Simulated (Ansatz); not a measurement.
A nudged elastic band was laid between two geometries of AlCl2H + H (5 atoms, charge 0, multiplicity 2).

These are results of UKS BHLYP/cc-pVDZ (Ansatz 0.2.0), not measurements.

```
movable images  : 7
climbing image  : yes
spring          : 5.0 eV/Å²
optimiser       : quadratic models (default)
start path      : through a guess of the saddle point
force threshold : 0.05 eV/Å
iteration limit : 60
end points      : relaxed
```

First end point:

```xyz
5
Properties=species:S:1:pos:R:3
Al -0.016 0.000 -0.227
Cl -0.046 0.000 1.881
H 1.329 0.000 -1.008
Cl -1.867 0.000 -1.240
H 0.020 0.000 5.329
```

Last end point:

```xyz
5
Properties=species:S:1:pos:R:3
Al -0.043 0.000 -0.618
Cl -0.047 0.000 3.663
H 1.300 0.000 -1.484
Cl -1.856 0.000 -1.769
H 0.067 0.000 4.943
```

**Question.** What changes between the two ends?

**Answer.** Bonds broken: Al1–Cl2. Bonds formed: Cl2–H5. AlCl2H + H becomes AlClH + ClH.

**Question.** What energy profile does the band end with?

**Answer.** The run converged. The highest image is number 4 of 0 to 8, 23.8 kcal/mol above the first end and 14.9 kcal/mol above the last; the last end lies 9.0 kcal/mol above the first. A vibrational analysis at the climbing image gives 2 clearly imaginary modes (748i, 213i cm⁻¹): a point of higher order, so a lower path passes nearby.

```csv
image,path coordinate (Å),energy (kcal/mol),Al1–Cl2 (Å),Cl2–H5 (Å)
0,0.00,0.0,2.11,3.45
1,0.47,0.0,2.11,3.23
2,0.93,0.6,2.11,2.71
3,1.40,4.8,2.12,2.16
4,1.87,23.8,2.45,1.50
5,2.40,13.5,3.02,1.30
6,2.93,10.0,3.48,1.29
7,3.46,9.0,3.94,1.29
8,3.99,9.0,4.28,1.29
```

**Question.** What is the geometry of the highest image?

**Answer.** 
```xyz
5
Properties=species:S:1:pos:R:3:forces:R:3
Al -0.079 0.000 0.055 -0.01 0.00 -0.03
Cl -0.088 0.000 2.504 0.00 0.00 0.01
H 1.317 0.000 -0.683 -0.01 0.00 0.00
Cl -1.850 0.000 -1.134 0.02 0.00 0.02
H 0.119 0.000 3.993 -0.01 0.00 -0.01
```

Time of the run: 2.4 min on 2 threads of Arm Neoverse V1 (shared host), peak memory 0.17 GiB.
